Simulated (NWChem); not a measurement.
Species: C$_{3}$H$_{8}$O; SMILES CCOC

```xyz
12

C      0.4807     1.5563     0.1536
C     -0.6233     0.5850    -0.2625
O     -0.5487    -0.6821     0.3660
C      0.4803    -1.5074    -0.1216
H      0.3035     2.5561    -0.2924
H      0.5026     1.6668     1.2566
H      1.4838     1.2196    -0.1782
H     -1.6132     0.9997     0.0223
H     -0.6274     0.4653    -1.3762
H      1.5036    -1.1116     0.0877
H      0.4015    -1.6685    -1.2263
H      0.3865    -2.4901     0.3813
```
Atoms are numbered in this order, from 1.

Results from NWChem. Geometry: optimised at PBE-D3(BJ)/def2-SVP. Level: M05-2X/def2-SVP with SMD (1 M gas to 1 M solution), gas-phase geometry.

For solvent cyclohexanone:

```
Quantity                                     Result
-------------------------------------------  ------
cavity-dispersion-structure term (kcal/mol)    -0.1
```

**Question.** How do the values read with solvent diethyl ether instead?

**Answer.** 
| Quantity | Value |
|---|---|
| cavity-dispersion-structure term (kcal/mol) | -1.2 |
